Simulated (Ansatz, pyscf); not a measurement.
CH₄ + O [triplet] → H₃C–O• + H•, a substitution at C on the triplet surface: C–H broken, C–O formed. Structures and frequencies: ωB97X-D3(BJ)/def2-SVP in PySCF. Wave-function energies: Ansatz (a program for electronic structure), frozen core, RHF or UHF references. In kJ/mol, from the separated reactants.

```tsv
level	barrier	reaction energy
ωB97M-D3(BJ)/def2-TZVP	205.53	+76.41
r²SCAN/def2-TZVP	158.93	+56.49
CCSD(T)/cc-pV(D+d)Z	248.20	+113.46
CCSDT(Q)/cc-pV(D+d)Z	[?]	[?]
CCSD(T)/cc-pV(T+d)Z	224.63	+98.66
CCSD(T)/cc-pV(Q+d)Z	[?]	+90.31
```

Question: Some entries are withheld; supply them.

Answer: 
- CCSDT(Q)/cc-pV(D+d)Z, barrier: 245.70
- CCSDT(Q)/cc-pV(D+d)Z, reaction energy: +112.37
- CCSD(T)/cc-pV(Q+d)Z, barrier: 215.17

In cc-pV(D+d)Z, going from CCSD(T) to CCSDT(Q) shifts the barrier by -2.50 and the reaction energy by -1.09 kJ/mol. With HF in the quadruple-zeta basis and the correlation energy extrapolated as X⁻³ from X = 3, 4, CCSD(T) gives 209.15 and +85.33; adding the double-zeta shift gives ΔE‡ = 206.64 and ΔE = +84.25 kJ/mol, without core correlation, relativity or geometry relaxation at these levels. The same reactants have a lower exit, to CH₃• + OH• (barrier +52.39 kJ/mol at ωB97M-D3(BJ)/def2-TZVP, against +205.53 kJ/mol here). H₃C–O• + H• also meet on a surface of lower spin, which isn't treated here. H₃C–O• lies 29.37 kJ/mol over its isomer •H₂C–OH (electronic energy, ωB97M-D3(BJ)/def2-TZVP). This is the saddle that the search found; another between the same sides may lie lower. The angle at the attacked C is 176°. A UHF reference is spin-contaminated (<S²> up to 2.12), which harms MP2 most. Left out: the spin-orbit lowering of O.
